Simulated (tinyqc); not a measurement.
Extended Hueckel theory, for BH3, step by step. One step of it, computed by the program tinyqc.

Problem. Wolfsberg-Helmholz matrix. H_ij = K' S_ij (H_ii + H_jj)/2 for i != j (the diagonal keeps H_ii), with K' = 2.

overlap S, lower triangle:
```
,1B 2s,1B 2px,1B 2py,1B 2pz,2H 1s,3H 1s,4H 1s
1B 2s,1.000000
1B 2px,0.000000,1.000000
1B 2py,0.000000,0.000000,1.000000
1B 2pz,0.000000,0.000000,0.000000,1.000000
2H 1s,0.509147,0.544341,0.000000,-0.002375,1.000000
3H 1s,0.509336,-0.272320,0.471450,-0.002376,0.105276,1.000000
4H 1s,0.509336,-0.272320,-0.471450,-0.002376,0.105276,0.105401,1.000000
```

diagonal H_ii (eV): 1B 2s -15.200000, 1B 2px -8.500000, 1B 2py -8.500000, 1B 2pz -8.500000, 2H 1s -13.600000, 3H 1s -13.600000, 4H 1s -13.600000

K = 2.000000

Give: H.

Solution.

H (eV), lower triangle:
```
,1B 2s,1B 2px,1B 2py,1B 2pz,2H 1s,3H 1s,4H 1s
1B 2s,-15.2000
1B 2px,0.0000,-8.5000
1B 2py,0.0000,0.0000,-8.5000
1B 2pz,0.0000,0.0000,0.0000,-8.5000
2H 1s,-14.6634,-12.0299,0.0000,0.0525,-13.6000
3H 1s,-14.6689,6.0183,-10.4191,0.0525,-2.8635,-13.6000
4H 1s,-14.6689,6.0183,10.4191,0.0525,-2.8635,-2.8669,-13.6000
```
